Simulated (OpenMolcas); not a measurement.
# How methods differ on SiH2F (SMILES F[SiH2])

SiH2F has 4 atoms, charge 0, and is taken as a doublet. SMILES: `F[SiH2]`. Geometry: relaxed at GFN2-xTB.

```xyz
4

F     1.2056    0.6475   -0.4255
Si   -0.1221   -0.2649   -0.2469
H    -1.2199    0.6785   -0.2616
H     0.1365   -1.0611    0.9340
```

Each level gives the energy change with the Si2–H3 bond stretched from 1.448 to 2.533 Å (eV). The values are calculated.

| level | kind | program | value (eV) | less FCI/STO-3G |
| --- | --- | --- | --- | --- |
| UHF/STO-3G | Hartree–Fock | OpenMolcas | 3.11 | +0.14 |
| USVWN5/STO-3G | LDA | OpenMolcas | 3.27 | +0.30 |
| UPBE/STO-3G | GGA | OpenMolcas | 3.03 | +0.06 |
| U-r2SCAN/STO-3G | meta-GGA | OpenMolcas | 3.13 | +0.16 |
| UB3LYP/STO-3G | global hybrid | OpenMolcas | 3.11 | +0.14 |
| CASSCF(3,3)/STO-3G | multireference | OpenMolcas | 3.27 | +0.30 |
| FCI/STO-3G | exact in the basis | OpenMolcas | 2.97 | 0.00 |

FCI/STO-3G is exact within its basis and frozen core, so for wave-function methods in that basis the difference is their error; functionals converge differently with the basis, so for them it is only a difference. The first shape isn't each level's own minimum. The values span 2.97 to 3.27 eV. Spin contamination of the reference (⟨S²⟩ at least 0.1 too high) touches UHF/STO-3G. All rows use very small basis sets, so even the best lies far from the true value.
